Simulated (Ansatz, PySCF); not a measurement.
Species: silane, SiH4, net charge 0, singlet state. SMILES: [SiH4]
Structure (B3LYP-D3(BJ)/def2-TZVP (Ansatz, an electronic-structure program) minimum search):
```
Si
H 1 1.4803
H 1 1.4803 2 109.47
H 1 1.4803 2 109.47 3 -120.00
H 1 1.4803 2 109.47 4 -120.00
```

Quantity: atomisation energy (electronic, to ground-state atoms), in kJ/mol. Valence correlation only, unless marked. Open shells are spin-unrestricted. Spin-orbit coupling is left out. No relativistic terms. The coupled-cluster limit lacks core correlation, which all-electron functionals hold. CBS marks a two-point X^-3 extrapolation of the correlation energy; Hartree-Fock from the larger set.

```tsv
level	program	atomisation energy (kJ/mol)
HF-D4/def2-TZVPD	PySCF + dftd4	(withheld)
M06-2X/def2-TZVPD	PySCF	(withheld)
B2GP-PLYP/def2-TZVPD	Ansatz	1331.5
CCSD(T)/CBS(def2-TZVPPD,def2-QZVPPD)	Ansatz	1360.2
```

Q: Some entries are withheld; supply them.

A: 
- HF-D4/def2-TZVPD, atomisation energy (kJ/mol): 1088.0
- M06-2X/def2-TZVPD, atomisation energy (kJ/mol): 1343.5
